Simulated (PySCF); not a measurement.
Ligands exchanged one at a time, Al F-Br. Gas-phase values, no solvent. Strings in code marks are SMILES.

The numbers are results of PBE-D3(BJ)/def2-TZVP // B3LYP-D3(BJ)/def2-TZVP (PySCF), not measurements. All candidates: neutral, multiplicity 1. Excitations are Tamm–Dancoff values on a coarser integration grid. The basis has no diffuse functions, so Rydberg states are missing or too high.

```
Quantity                Value
-------------------  --------
T1 excitation (TDA)   5.09 eV
S1 excitation (TDA)   5.34 eV
HOMO                 -7.60 eV
```

Problem. Identify which member has these values.
(A) `[F][Al]([F])[F]`
(B) `[F][Al]([Br])[Br]`
(C) `[Br][Al]([Br])[Br]`
(D) `[F][Al]([F])[Br]`

Solution. B, `[F][Al]([Br])[Br]`. The others give `[F][Al]([F])[Br]`: 5.39 eV, 5.66 eV, -7.91 eV; `[Br][Al]([Br])[Br]`: 4.80 eV, 5.04 eV, -7.36 eV; `[F][Al]([F])[F]`: 7.08 eV, 7.28 eV, -9.62 eV
